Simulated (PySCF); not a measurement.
Input of a run (PBE0-D3(BJ)/def2-SVP geometry optimisation, gas phase (PySCF 2.14.0)), started from GFN2-xTB:
```
{"job": {"xc": "PBE0", "basis": "def2-SVP", "d3": "d3bj", "grid": 1, "kind": "geom"}, "charge": 0, "multiplicity": 1}
Cl     2.747397    -0.037087    -0.095679
C      1.062600     0.204836    -0.118832
C      0.083700    -0.681907     0.242167
C     -1.176594    -0.080575     0.073032
N     -1.177354     1.146211    -0.374551
S      0.333569     1.689450    -0.631487
H      0.256313    -1.678777     0.598696
H     -2.120573    -0.552738     0.282091
```

Output (energies in Eh, forces in Eh/bohr):
```
step   0  E = -1027.76482673  max force = 0.018841
step   1  E = -1027.76609067  max force = 0.002577
step   2  E = -1027.76610074  max force = 0.001081
step   3  E = -1027.76610706  max force = 0.000685
step   4  E = -1027.76610661  max force = 0.000622
step   5  E = -1027.76610846  max force = 0.000127
optimisation converged
```

Problem. Summarise the run.

Solution. The energy falls by 0.035 eV over 6 energy and gradient evaluations, the largest force component goes from 0.0188 to 1.3e-04 Eh/bohr, and the atoms move by 0.017 Å rms after alignment. The bond that changes most is N5–S6 (pyridine-type nitrogen to ring sulfur), which lengthens by 0.028 Å. Bonds longer at the end by more than 0.005 Å: 5 of 8; shorter: 1. The energy never rose by more than 1e-6 Eh on the way. The first step brought 99 % of the lowering.

Problem. What are the final bond lengths?

Solution. Cl1–C2 1.705 Å, C2–C3 1.373 Å, C3–C4 1.421 Å, C4–N5 1.313 Å, N5–S6 1.655 Å, C2–S6 1.722 Å, C3–H7 1.089 Å, C4–H8 1.094 Å. Numbering counts from 1 in the input's order; the species is `ClC1=CC=NS1`.

The run used 102 basis functions and 39 SCF cycles in all.

Not checked by PBE0-D3(BJ)/def2-SVP frequencies.
